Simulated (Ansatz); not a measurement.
Geometry optimisation, Ansatz, RKS PBE-D4/def2-SVP.

The input (input.yaml):

```yaml
crystal:
  periodic: [false, false, false]
  atoms:
    - { symbol: B, position_ang: [-0.068665, -0.23304, -0.115468] }
    - { symbol: H, position_ang: [-0.151384, -0.58575, 1.032662] }
    - { symbol: O, position_ang: [1.105101, -0.332768, -0.807547] }
    - { symbol: H, position_ang: [1.823348, -0.694057, -0.255599] }
    - { symbol: H, position_ang: [-1.036848, 0.143726, -0.747654] }
    - { symbol: "N", position_ang: [0.06595, 2.181376, 1.191569] }
    - { symbol: H, position_ang: [1.01445, 2.164899, 0.80163] }
    - { symbol: H, position_ang: [-0.568083, 2.35393, 0.405484] }
    - { symbol: H, position_ang: [-0.133669, 1.212484, 1.522322] }
basis:
  gaussian: { orbitals: def2-SVP }
hamiltonian:
  xc: pbe
  dispersion: d4
relax:
  f_tol: 0.03
  max_steps: 50
```

Run as:

```bash
$ ansatz run input.yaml --threads 1 --pin off --max-ram 2048MiB --backend cpu --events-out ev --progress --plain --runs-dir out
```

Question: Where does it end, and by what steps?

Answer: The forces met the threshold. The force dipped under the threshold on the way, but the program's further checks kept it going. After 11 steps the energy has fallen by 0.061 eV; H9 moved furthest, 0.44 Å.

| step | energy less start (eV) | largest force component (eV/Å) | accepted |
| --- | --- | --- | --- |
| 0 | 0.0000 | 0.634 | yes |
| 1 | -0.0353 | 0.508 | yes |
| 2 | -0.0313 | 0.854 | no |
| 3 | -0.0535 | 0.222 | yes |
| 4 | -0.0578 | 0.082 | yes |
| 5 | -0.0580 | 0.067 | yes |
| 6 | -0.0584 | 0.146 | yes |
| 7 | -0.0594 | 0.100 | yes |
| 8 | -0.0601 | 0.038 | yes |
| 9 | -0.0603 | 0.027 | yes |
| 10 | -0.0596 | 0.151 | no |
| 11 | -0.0605 | 0.028 | yes |

```xyz
9
Properties=species:S:1:pos:R:3
B -0.068 -0.255 -0.163
H -0.257 -0.802 0.914
O 1.163 -0.262 -0.751
H 1.836 -0.696 -0.195
H -0.977 0.205 -0.829
N 0.113 2.263 1.143
H 0.947 2.027 0.591
H -0.683 2.226 0.494
H -0.024 1.506 1.824
```

Whether the end is a true minimum wasn't checked by a vibrational analysis.

Run time: 23 s on 1 thread of Arm Neoverse V1, on a shared host, peak memory 0.13 GiB.
